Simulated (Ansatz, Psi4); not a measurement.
Molecule: chloroform, CHCl3 (charge 0, singlet). SMILES: ClC(Cl)Cl
Structure (B3LYP-D3(BJ)/def2-TZVP (Ansatz, a quantum-chemistry and plane-wave program) minimum search):
```xyz
5

C     -0.0077     0.0005     0.4558
H     -0.0259     0.0016     1.5371
Cl     0.0149     1.6916    -0.0853
Cl     1.4596    -0.8576    -0.0583
Cl    -1.4702    -0.8343    -0.1077
```
Charge 0, spin multiplicity 1.

Quantity: vertical triplet-singlet gap, E(triplet) - E(singlet), in eV. Conventions: frozen cores in correlated levels; UHF or UKS for open shells; 6-311+G** with 5d, 6d on Na to Ar in Ansatz; six Cartesian d functions in 6-31G* and its kin unless marked 5d; dispersion terms only where a functional's name holds one; each state is the SCF solution reached for its charge and spin; non-relativistic; no spin-orbit coupling. Ab initio and DFT rows: single points at B3LYP-D3(BJ) geometries (Ansatz). Levels can end on unlike triplets.

```
level            program  vertical triplet-singlet gap, E(triplet) - E(singlet) (eV)
---------------  -------  ----------------------------------------------------------
HF/6-31G*         Ansatz                                                        6.20
HF/6-311+G**      Ansatz                                                        6.21
PBE/6-31G*        Ansatz                                                        5.39
PBE/6-311+G**     Ansatz                                                        5.34
B3LYP/STO-3G      Ansatz                                                        7.19
B3LYP/3-21G       Ansatz                                                        5.99
B3LYP/6-31G*      Ansatz                                                        5.82
B3LYP/6-311+G**   Ansatz                                                        5.77
wB97X-D/6-31G*      Psi4                                                        6.34
MP2/6-31G*        Ansatz                                                        6.73
MP2/6-311+G**     Ansatz                                                        6.66
PBE0/def2-TZVPD   Ansatz                                                        5.80
```

No value to compare with is used here. The 11 habitual levels span 5.34 (PBE/6-311+G**) to 7.19 eV (B3LYP/STO-3G); PBE0/def2-TZVPD gives 5.80.

The levels are drawn from those run, B3LYP/6-31G* more often than the rest, none by its result; left out are runs that failed, that the program found above a lower state of the same kind, or whose <S^2> lies over 0.5 above the pure value.
